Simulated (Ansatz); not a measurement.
Cost and result for the atomization energy of C2H6OS2 (`COCSS`) (11 atoms, 10 bonds).

Z-matrix (Å, degrees):
```
C
O 1 1.407
H 1 1.089 2 107.0
H 1 1.098 2 111.0 3 -119.1
H 1 1.096 2 111.4 3 119.5
C 2 1.384 1 114.0 3 178.4
S 6 1.823 2 115.4 1 69.6
H 6 1.089 2 107.4 1 -169.8
H 6 1.101 2 112.1 1 -49.0
S 7 2.039 6 102.1 2 70.9
H 10 1.347 7 98.9 6 -84.3
```

Total charge 0; spin multiplicity 1. The geometry is a stationary point of PBE0-D4/def2-TZVP. It is one conformer, not always the lowest. Program: Ansatz. All runs use 4 threads of an Intel Xeon 6975P-C on a shared host. Times are those of one run each, without the atoms' runs, and a repeat can differ threefold. Electronic energies, without spin–orbit coupling; frozen cores. CCSD(T)/CBS adds CCSD(T) − MP2 in def2-TZVPP to the MP2 limit, and its time is that of the two runs behind it. T1 = 0.012. B3LYP takes the VWN-RPA correlation (the form of Gaussian; ORCA's B3LYP/G). HSE06 is the plane-wave form, built on full-range PBE exchange.

CCSD(T)/CBS is a level of theory with its own doubt, some kJ/mol a heavy atom from the limit and from the frozen cores, so smaller differences don't rank the functionals.

| level | functions | wall time |
| --- | --- | --- |
| LDA (SPW92)/def2-TZVPP | 261 | 1.1 s |
| BLYP-D4/def2-TZVPP | 261 | 1.2 s |
| PBE-D4/def2-TZVPP (with forces) | 261 | 2.2 s |
| r2SCAN-D4/def2-TZVPP (with forces) | 261 | 2.4 s |
| CCSD(T)/def2-SVP | 108 | 2.6 s |
| B3LYP-D4/def2-TZVPP (with forces) | 261 | 3.3 s |
| HSE06-D4/def2-TZVPP | 261 | 3.5 s |
| PBE-QIDH/def2-TZVPP | 261 | 3.5 s |
| CAM-B3LYP-D4/def2-TZVPP | 261 | 3.7 s |
| r2SCANh-D4/def2-TZVPP | 261 | 4.4 s |
| MP2/def2-QZVPP | 491 | 15 s |
| CCSD(T)/def2-TZVPP | 261 | 56 s |
| CCSD(T)/CBS(def2) | – | 71 s |

(1) What atomization energy does each give, and how far from CCSD(T)/CBS? (Estimate.)

## Answers

(1) The calculation gave: 
| level | atomization (kJ/mol) | difference from CCSD(T)/CBS | per bond |
| --- | --- | --- | --- |
| LDA (SPW92)/def2-TZVPP | 4510.7 | 653.6 | 65.4 |
| BLYP-D4/def2-TZVPP | 3858.3 | 1.2 | 0.1 |
| PBE-D4/def2-TZVPP (with forces) | 3968.7 | 111.6 | 11.2 |
| r2SCAN-D4/def2-TZVPP (with forces) | 3876.3 | 19.2 | 1.9 |
| CCSD(T)/def2-SVP | 3594.6 | -262.5 | -26.3 |
| B3LYP-D4/def2-TZVPP (with forces) | 3851.6 | -5.5 | -0.6 |
| HSE06-D4/def2-TZVPP | 3881.5 | 24.4 | 2.4 |
| PBE-QIDH/def2-TZVPP | 3826.4 | -30.7 | -3.1 |
| CAM-B3LYP-D4/def2-TZVPP | 3859.0 | 1.9 | 0.2 |
| r2SCANh-D4/def2-TZVPP | 3846.0 | -11.1 | -1.1 |
| MP2/def2-QZVPP | 3872.4 | 15.3 | 1.5 |
| CCSD(T)/def2-TZVPP | 3739.9 | -117.2 | -11.7 |
| CCSD(T)/CBS(def2) | 3857.1 | 0.0 | 0.0 |

From BLYP to BHLYP (50 % exact exchange), in def2-TZVPP and without D4, the atomization energy moves by −120.3 kJ/mol: exact exchange takes away binding that semilocal exchange gives to molecules. The D4 term adds +40.4 kJ/mol with B3LYP and +21.3 kJ/mol with PBE0; it sums over pairs of atoms, weighted by their polarisabilities, and B3LYP, whose exchange is more repulsive, gets the larger term. At CCSD(T), def2-SVP lies −262.5 kJ/mol from the extrapolated value and def2-TZVPP −117.2 kJ/mol: correlation converges slowly with the basis, and small sets miss more of it in the bonded molecule than in its fragments.
